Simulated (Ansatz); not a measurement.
# CH6B2: up Jacob's ladder to CCSD(T)

One table from this session's results is given with a row withheld; the runs are named, their logs left out.

Method: functionals in def2-TZVPP, the program's frozen cores in correlated methods; program: Ansatz 0.2.0, Gaussian basis.

The runs, in order: LDA (SPW92), PBE-D4, revPBE-D4, BLYP-D4, r2SCAN-D4, B97M-V, PBE0-D4, B3LYP-D4, r2SCANh-D4, r2SCAN0-D4, HSE06-D4, BHLYP-D4, CAM-B3LYP-D4, LC-ωPBE, ωB97X-V, ωB97M-V, B2PLYP, PBE-QIDH; CCSD(T)/def2-SVP; CCSD(T)/def2-TZVPP; MP2/def2-QZVPP; extrapolation to the limit; RPA on PBE.

1 further run of the same task is left out (it didn't finish).

**Structure used throughout**

The geometry comes from an earlier relaxation with PBE0-D4 in a triple-zeta def2 set; it is a stationary point, not always the lowest conformer.

SMILES `BBC`, 9 atoms, charge 0, spin multiplicity 1.

Atoms are counted from 1 here; the program's logs count them from 0.

Bond lengths: B1–B2 1.639 Å, B1–H4 1.201 Å, B1–H5 1.201 Å, B2–C3 1.564 Å, B2–H6 1.210 Å, C3–H7 1.090 Å, C3–H8 1.100 Å, C3–H9 1.095 Å. Angles: B2–B1–H4 122.4°, B2–B1–H5 122.0°, H4–B1–H5 115.6°, B1–B2–C3 128.0°, B1–B2–H6 115.8°, C3–B2–H6 116.2°, B2–C3–H7 116.3°, B2–C3–H8 106.4°, B2–C3–H9 111.4°, H7–C3–H8 107.8°, H7–C3–H9 109.3°, H8–C3–H9 104.8°.

The first run:

Input file in.yaml:

```yaml
crystal:
  periodic: [false, false, false]
  atoms:
    - {symbol: B, position_ang: [-0.695419, 0.798293, -1.212897]}
    - {symbol: B, position_ang: [0.278713, 0.446774, 0.056964]}
    - {symbol: C, position_ang: [0.337693, -0.877237, 0.887044]}
    - {symbol: H, position_ang: [-0.386409, 0.555314, -2.347830]}
    - {symbol: H, position_ang: [-1.750654, 1.354414, -1.070662]}
    - {symbol: H, position_ang: [1.067767, 1.308240, 0.370619]}
    - {symbol: H, position_ang: [-0.453161, -1.603455, 0.696532]}
    - {symbol: H, position_ang: [1.297789, -1.354571, 0.641908]}
    - {symbol: H, position_ang: [0.392283, -0.674073, 1.961221]}
basis:
  gaussian: {orbitals: def2-TZVPP}
hamiltonian: {xc: lda}
output: {orbitals: {seedname: orbitals}}
```

Command:

```sh
> ansatz run in.yaml --threads 2 --pin off --events-out ev --progress --plain --max-ram 4352MiB
```

Among the steps run: LDA; PBE-D4 (GGA); revPBE-D4 (GGA); BLYP-D4 (GGA); r2SCAN-D4 (meta-GGA); B97M-V (meta-GGA); B3LYP-D4 (hybrid); r2SCANh-D4 (hybrid); r2SCAN0-D4 (hybrid); HSE06-D4 (hybrid); BHLYP-D4 (hybrid); CAM-B3LYP-D4 (range-separated); LC-ωPBE (range-separated); ωB97X-V (range-separated); ωB97M-V (range-separated); B2PLYP (double hybrid); PBE-QIDH (double hybrid).

One table of the session follows, with a row left open; its other results are not shown here.

It belongs to the step «Frontier levels by functional». 

| functional | HOMO (eV) | LUMO (eV) | gap (eV) |
| --- | --- | --- | --- |
| LDA (SPW92) | -6.72 | -2.83 | 3.89 |
| PBE-D4 | -6.68 | -2.55 | 4.12 |
| revPBE-D4 | -6.65 | -2.44 | 4.21 |
| BLYP-D4 | -6.62 | -2.40 | 4.21 |
| r2SCAN-D4 | ? | ? | ? |
| B97M-V | -7.05 | -2.28 | 4.76 |
| PBE0-D4 | -8.01 | -1.55 | 6.46 |
| B3LYP-D4 | -7.84 | -1.78 | 6.07 |
| r2SCANh-D4 | -7.44 | -1.80 | 5.64 |
| r2SCAN0-D4 | -8.18 | -1.30 | 6.88 |
| HSE06-D4 | -7.60 | -1.93 | 5.68 |
| BHLYP-D4 | -9.32 | -0.52 | 8.79 |
| CAM-B3LYP-D4 | -9.47 | -0.47 | 9.00 |
| LC-ωPBE | -10.84 | 0.76 | 11.60 |
| ωB97X-V | -10.47 | 0.64 | 11.12 |
| ωB97M-V | -10.30 | 0.35 | 10.65 |

Q: Estimate the row for r2SCAN-D4 from the others.

Worked estimate for «HOMO (eV)». Against the share of exact exchange, r2SCANh-D4 (0.1, -7.44), r2SCAN0-D4 (0.25, -8.18) give a slope of -4.93 per unit share; at 0 the line stands at -6.95.

As computed: HOMO (eV): -6.94; LUMO (eV): -2.14; gap (eV): 4.80. In «HOMO (eV)» the line misses by -0.01.
